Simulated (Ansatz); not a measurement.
Basis-set extrapolation for FNa (`[F][Na]`) (PBE0-D4/def2-TZVP geometry, frozen core, the Gaussian-basis code of Ansatz). Multiplicity 1, RHF reference. For Na the program correlates outer-core shells too, which these sets cover unevenly, so the extrapolated numbers aren't a true limit.

|  | def2-TZVPP | def2-QZVPP |
| --- | --- | --- |
| HF | -261.368941 | -261.381045 |
| MP2 correlation | -0.437730 | -0.490583 |
| CCSD(T) correlation | -0.449309 | -0.504768 |

Energies in hartree. Use E(X) = E(∞) + A·exp(−7.88·√X) for Hartree–Fock and E(X) = E(∞) + B·X^(−2.97) for correlation, with X = 3 and 4.

Task: What is the CCSD(T) energy at the basis-set limit?

Result: HF limit: -261.381045 + (-0.012104) × 0.13774 = -261.38271. Correlation limit: -0.504768 + (-0.055459) × 0.74074 = -0.54585. Total: -261.92856 hartree, 69.2 kcal/mol below CCSD(T)/def2-TZVPP.
